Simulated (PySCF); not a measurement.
Atomic charges by several schemes

Compound: 3-chloro-2-methylpropene, C₄H₇Cl.
Structure used (PBE0-D3(BJ)/def2-SVP), in Å, numbered top down from 1:
```xyz
12
C4H7Cl angstrom
C      0.1109    1.3170   -0.5640
C      0.1900    0.0109   -0.2854
C     -0.9829   -0.9172   -0.3432
C      1.4969   -0.5861    0.1359
Cl     2.0478   -1.8746   -0.9951
H     -0.8403    1.7796   -0.8417
H      0.9906    1.9655   -0.5222
H     -0.7794   -1.7451   -1.0406
H     -1.8947   -0.3981   -0.6675
H     -1.1719   -1.3719    0.6440
H      2.2927    0.1683    0.1728
H      1.4150   -1.0683    1.1219
```

Density: PBE0/pcSseg-1 (PySCF); schemes: Mulliken, IAO, Hirshfeld and ESP-fitted. The structure is a single PBE0-D3(BJ)/def2-SVP conformer in the gas phase; no vibrational or solvent corrections.

Task: What partial charge does each atom carry?

Result: In e:

| atom | environment | Mulliken | IAO | Hirshfeld | ESP-fitted |
| --- | --- | --- | --- | --- | --- |
| C1 | terminal =CH2 carbon | -0.072 | -0.315 | -0.102 | -0.633 |
| C2 | fully substituted alkene carbon | -0.424 | +0.026 | +0.006 | +0.421 |
| C3 | allylic carbon | -0.157 | -0.421 | -0.119 | -0.535 |
| C4 | sp3 C–Cl carbon | -0.130 | -0.235 | -0.031 | -0.463 |
| Cl5 | alkyl chlorine | -0.165 | -0.123 | -0.079 | -0.123 |
| H6 | vinylic hydrogen | +0.116 | +0.148 | +0.048 | +0.226 |
| H7 | vinylic hydrogen | +0.114 | +0.144 | +0.046 | +0.221 |
| H8 | methyl hydrogen | +0.145 | +0.159 | +0.037 | +0.164 |
| H9 | methyl hydrogen | +0.119 | +0.147 | +0.048 | +0.152 |
| H10 | methyl hydrogen | +0.126 | +0.146 | +0.045 | +0.153 |
| H11 | methylene hydrogen | +0.159 | +0.163 | +0.051 | +0.209 |
| H12 | methylene hydrogen | +0.170 | +0.163 | +0.049 | +0.208 |

Mean size of the charges over all atoms: ESP-fitted 0.292 e, IAO 0.182 e, Mulliken 0.158 e, Hirshfeld 0.055 e. Each set sums to the total charge, 0, to within 0.001 e. The Mulliken scheme counts on each atom the diagonal of the density matrix times the overlap matrix over that atom's basis functions. The ESP scheme fits charges at the nuclei, held to the total charge, to the electrostatic potential on points at 1.4 to 2.0 times the van der Waals radii.

Lowest charge. The schemes don't all agree: Mulliken C2 (-0.424); IAO C3 (-0.421); Hirshfeld C3 (-0.119); ESP-fitted C1 (-0.633).

Highest charge. The schemes don't all agree: Mulliken H12 (+0.170); IAO H11 and H12 (+0.163); Hirshfeld H11 (+0.051); ESP-fitted C2 (+0.421).

Task: Sum the charges by element, for elements with more than one atom.

Result: 
| element | atoms | Mulliken | IAO | Hirshfeld | ESP-fitted |
| --- | --- | --- | --- | --- | --- |
| C | 4 | -0.783 | -0.945 | -0.246 | -1.210 |
| H | 7 | +0.949 | +1.069 | +0.325 | +1.333 |

Task: How closely do the schemes follow one another over all atoms?

Result: Correlation coefficient and root-mean-square difference: IAO with Hirshfeld 0.96, 0.147 e; IAO with ESP-fitted 0.92, 0.168 e; Hirshfeld with ESP-fitted 0.86, 0.284 e; Mulliken with Hirshfeld 0.63, 0.148 e; Mulliken with IAO 0.62, 0.170 e; Mulliken with ESP-fitted 0.30, 0.331 e.

Task: How many electrons does the Hirshfeld scheme count on C2?

Result: Z − q = 6 − (+0.006) = 5.994.
